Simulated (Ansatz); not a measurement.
Reaction (atomization): `S=C=CCl` → 2 C• + Cl• + H• + S•

Calculated with Ansatz (gas phase, PBE0-D4/def2-TZVP geometries, no zero-point term in ΔE). CBS: MP2 limit from def2 TZ/QZ plus the TZ coupled-cluster correction, frozen cores. This one scheme is used for every species, atoms too. Open shells (•) are unrestricted, without spin–orbit coupling. Spin–orbit coupling would lower the free atoms: a little for C, Cl, S.

`S=C=CCl`:

Cartesian coordinates in Å:
```
S 0.363 1.979 1.152
C 0.155 0.625 0.435
C -0.019 -0.523 -0.168
Cl -0.850 -0.631 -1.670
H 0.351 -1.450 0.250
```

```csv
species,HF/def2-QZVPP energy (Eh)
`S=C=CCl`,-933.36058
C•,-37.69363
Cl•,-459.48954
H•,-0.49998
S•,-397.51300
```

Question: Work out ΔE.

Answer: ΔE = 2 × (-37.69363) + (-459.48954) + (-0.49998) + (-397.51300) − (-933.36058) = 0.47080 Eh = +12.81 eV. CCSD(T)/CBS gives +19.52 eV.

Question: What do rigid-rotor, harmonic-oscillator terms from PBE0-D4/def2-TZVP frequencies (298.15 K, 1 bar) make of the CCSD(T)/CBS value? (Estimate.)

Answer: The calculation gave: ΔZPE = -0.60 eV, ΔH = +19.10 eV, ΔS = 475 J/(mol·K), ΔG = +17.63 eV. Open shells count their whole term as degenerate.

Largest T1 diagnostic among the species: 0.015.

The D4 term adds +0.20 eV with B3LYP and +0.10 eV with PBE0; it sums over pairs of atoms, weighted by their polarisabilities, and B3LYP, whose exchange is more repulsive, gets the larger term. From PBE to PBE0 (25 % exact exchange), in def2-TZVPP and without D4, ΔE moves by −0.83 eV: exact exchange takes away binding that semilocal exchange gives to molecules.

B3LYP here is the variant with VWN-RPA as its local correlation; programs differ in this.

For atomizations the MP2-based limit and the directly extrapolated one differ by several kJ/mol either way, and by 10 to 25 for some Ge, Se and Sn compounds, so smaller differences from it don't rank the levels.
